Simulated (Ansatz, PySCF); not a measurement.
Species: ethane, C₂H₆, charge 0, multiplicity 1. 
Coordinates optimised at B3LYP-D3(BJ)/def2-TZVP (Ansatz, an electronic-structure program):
```xyz
8

C      0.0020    -0.0069     0.7631
C     -0.0020     0.0069    -0.7631
H      0.0089     1.0066     1.1692
H     -0.8808    -0.5139     1.1578
H      0.8809    -0.5241     1.1531
H     -0.0089    -1.0066    -1.1692
H     -0.8809     0.5241    -1.1531
H      0.8808     0.5139    -1.1578
```
Charge 0, spin multiplicity 1.

Property: atomisation energy (electronic, to ground-state atoms), in kcal/mol. Cores are frozen in the correlated levels unless marked. Open shells are spin-unrestricted. Spin-orbit coupling is left out. No relativistic terms. The coupled-cluster limit lacks core correlation, which all-electron functionals hold. Basis-set limits of correlation are two-point, X^-3; Hartree-Fock from the larger set. [CCSD(T)-MP2]/basis is that difference in the basis named.

```json
[
 {"level": "r2SCAN-D3(BJ)/def2-TZVPD", "program": "Ansatz + dftd3", "atomisation energy (kcal/mol)": "711.2", "minus last row": "-1.0", "rough core time": "under 20 s"},
 {"level": "TPSSh-D4/def2-TZVPD", "program": "PySCF + dftd4", "atomisation energy (kcal/mol)": "719.1", "minus last row": "6.9", "rough core time": "-"},
 {"level": "PW6B95-D3(BJ)/def2-TZVPD", "program": "PySCF + dftd3", "atomisation energy (kcal/mol)": "712.1", "minus last row": "-0.1", "rough core time": "-"},
 {"level": "CAM-B3LYP-D3(BJ)/def2-TZVPD", "program": "Ansatz + dftd3", "atomisation energy (kcal/mol)": "715.1", "minus last row": "2.9", "rough core time": "under 20 s"},
 {"level": "CCSD/STO-3G", "program": "Ansatz", "atomisation energy (kcal/mol)": "762.0", "minus last row": "49.8", "rough core time": "-"},
 {"level": "CCSD(T)/def2-SVPD", "program": "Ansatz", "atomisation energy (kcal/mol)": "689.1", "minus last row": "-23.1", "rough core time": "under 20 s"},
 {"level": "RI-MP2/CBS(def2-TZVPPD,def2-QZVPPD)+[CCSD(T)-MP2]/def2-TZVPPD", "program": "Ansatz", "atomisation energy (kcal/mol)": "712.2", "minus last row": "0.0", "rough core time": "22 s"}
]
```

Core times are rough, on shared machines, summed over the molecules involved; a dash marks a level read off another run, or run on other hardware, by another program or under a memory cap.
